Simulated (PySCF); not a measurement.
Point-charge models of `O=CC(F)(F)F` (trifluoroacetaldehyde) against its computed dipole.

Coordinates (GFN2-xTB, Å) and charges (e) from the PBE0/pcSseg-1 density (PySCF):

| atom | x | y | z | Mulliken | IAO | Hirshfeld | ESP-fitted |
| --- | --- | --- | --- | --- | --- | --- | --- |
| O1 | 1.473 | -0.987 | -0.655 | -0.2875 | -0.3124 | -0.1754 | -0.3558 |
| C2 | 0.913 | -0.030 | -0.235 | +0.1934 | +0.2253 | +0.1255 | +0.3479 |
| C3 | -0.592 | -0.008 | 0.137 | +0.7512 | +0.7659 | +0.2530 | +0.5530 |
| F4 | -0.742 | 0.326 | 1.427 | -0.2635 | -0.2740 | -0.0911 | -0.2028 |
| F5 | -1.201 | -1.171 | -0.059 | -0.2431 | -0.2573 | -0.0810 | -0.1774 |
| F6 | -1.232 | 0.922 | -0.587 | -0.2634 | -0.2740 | -0.0911 | -0.2033 |
| H7 | 1.384 | 0.952 | -0.056 | +0.1130 | +0.1264 | +0.0602 | +0.0385 |

Task: What dipole does each set of charges give (1 e·Å = 4.803 D), and what does the density give?

Result: The full density gives (0.60, 1.57, 0.32) D, 1.71 D in size; dipole vectors point from the negative to the positive end.

```
    scheme    μx    μy    μz  size (D)  share of the full size (%)  angle to the full dipole (°)
  Mulliken  1.33  1.61  0.16      2.10                         122                            20
       IAO  1.52  1.80  0.17      2.37                         138                            20
 Hirshfeld  0.32  0.99  0.22      1.06                          62                             3
ESP-fitted  0.64  1.57  0.31      1.73                         101                             1
```

Task: Which set comes closest?

Result: Length of the difference vector: ESP-fitted 0.04 D, Hirshfeld 0.66 D, Mulliken 0.75 D, IAO 0.96 D. Closest: ESP-fitted. ESP charges are fitted to the potential around the molecule, whose slowest-falling term is the dipole's. 

Task: What is left for the Hirshfeld atoms' own dipoles?

Result: The shares of the density sum to the whole, so what Σ q r misses lies in dipoles about the nuclei. The atomic dipoles sum to (0.60, 1.57, 0.32) − (0.32, 0.99, 0.22) = (0.28, 0.58, 0.10) D, 0.66 D in size.

Task: With the origin at the mean of the coordinates, (0.000, 0.001, -0.004) Å, which are the largest single terms, by size, of the Hirshfeld dipole along the direction of the full one?

Result: F5 +0.59, O1 +0.43, H7 +0.39, C3 -0.23, C2 +0.15 D; all 7 atoms together +1.06 D. The single terms depend on the origin, their sum doesn't.

Task: Give the size of the full dipole in other units.

Result: 1.71 D = 0.675 au = 0.357 e·Å = 5.72 × 10⁻³⁰ C·m.

Isolated species at its GFN2-xTB geometry, gas phase.

The values belong to the conformer `[O:1]=[CH:2][C:3]([F:4])([F:5])[F:6]`: O1–C2–C3–F4 121°.
